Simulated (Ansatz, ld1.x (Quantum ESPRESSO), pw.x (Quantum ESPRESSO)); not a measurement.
# What a changed setting does to a pw.x run (fcc Mg)

Potential: norm-conserving Troullier–Martins (Kleinman–Bylander form), ld1.x (Quantum ESPRESSO) 7.5, PBEsol; core [Ne], reference 3s2 3p0; waves: 3s (bound): rc 1.70 bohr; 3p (bound, empty): rc 2.15 bohr; 3d channel at 0.15 Ry: rc 2.30 bohr; local part: the d channel; core correction: a·sin(br)/r model core inside 1.60 bohr.

The reference run (k-mesh 13³, cutoffs 50/200 Ry, Fermi–Dirac 0.01 Ry, mixing_beta 0.4, conv_thr 1e-9, no spin) gives -0.46 GPa at 22.729 Å³/atom, where all-electron LAPW gives -0.03 GPa. This run, with its own iteration cap, changes mixing_mode to local-TF.

```
&control
  calculation='scf', prefix='x', pseudo_dir='./', outdir='./tmp', tstress=.true., disk_io='none'
/
&system
  ibrav=0, nat=1, ntyp=1, ecutwfc=50, ecutrho=200, nbnd=8,
  occupations='smearing', smearing='fd', degauss=0.01
/
&electrons
  conv_thr=1e-09, mixing_beta=0.4, electron_maxstep=60, mixing_mode='local-TF'
/
ATOMIC_SPECIES
Mg 1.0 Mg.UPF
CELL_PARAMETERS angstrom
  0.00000000 2.24827852 2.24827852
  2.24827852 0.00000000 2.24827852
  2.24827852 2.24827852 0.00000000
ATOMIC_POSITIONS crystal
Mg 0.0000 0.0000 0.0000
K_POINTS automatic
13 13 13 0 0 0
```

```bash
pw.x < Mg.scf.in > Mg.scf.out
```

Question: How does the run end?

Answer: It converges in 7 iterations; the free energy moves by +0.0 meV/atom and the pressure by +0.00 GPa. The result is that of the reference run.

```
Message from routine setup:
     using ibrav=0 with symmetry is DISCOURAGED, use correct ibrav instead
     lattice parameter (alat)  =       6.0085  a.u.
     unit-cell volume          =     153.3829 (a.u.)^3
     number of electrons       =         2.00
     number of Kohn-Sham states=            8
     kinetic-energy cutoff     =      50.0000  Ry
     charge density cutoff     =     200.0000  Ry
     scf convergence threshold =      1.0E-09
     Exchange-correlation= PBESOL
     number of k points=    84  Fermi-Dirac smearing, width (Ry)=  0.0100
     iteration #  1     ecut=    50.00 Ry     beta= 0.40
     total energy              =      -2.51270817 Ry
     estimated scf accuracy    <       0.00375231 Ry
     iteration #  2     ecut=    50.00 Ry     beta= 0.40
     total energy              =      -2.51204939 Ry
     estimated scf accuracy    <       0.00195289 Ry
     iteration #  3     ecut=    50.00 Ry     beta= 0.40
     total energy              =      -2.51209210 Ry
     estimated scf accuracy    <       0.00000118 Ry
     iteration #  4     ecut=    50.00 Ry     beta= 0.40
     total energy              =      -2.51209534 Ry
     estimated scf accuracy    <       0.00000005 Ry
     iteration #  5     ecut=    50.00 Ry     beta= 0.40
     total energy              =      -2.51209534 Ry
     estimated scf accuracy    <          5.0E-09 Ry
     iteration #  6     ecut=    50.00 Ry     beta= 0.40
     total energy              =      -2.51209534 Ry
     estimated scf accuracy    <          1.5E-09 Ry
     iteration #  7     ecut=    50.00 Ry     beta= 0.40
     the Fermi energy is     3.6016 ev
!    total energy              =      -2.51209534 Ry
     estimated scf accuracy    <          4.8E-11 Ry
     smearing contrib. (-TS)   =      -0.00199964 Ry
     The total energy is F=E-TS. E is the sum of the following terms:
     one-electron contribution =       1.30136531 Ry
     hartree contribution      =       0.00409001 Ry
     xc contribution           =      -1.65727346 Ry
     ewald contribution        =      -2.15827756 Ry
     convergence has been achieved in   7 iterations
          total   stress  (Ry/bohr**3)                   (kbar)     P=       -4.61
     Message from routine punch:
     Nothing written, as per user request (disk_io='none')
```

The run took about 6.7 s on one core of a shared host (Neoverse-V2, 96 threads, 371 GiB, load 66).
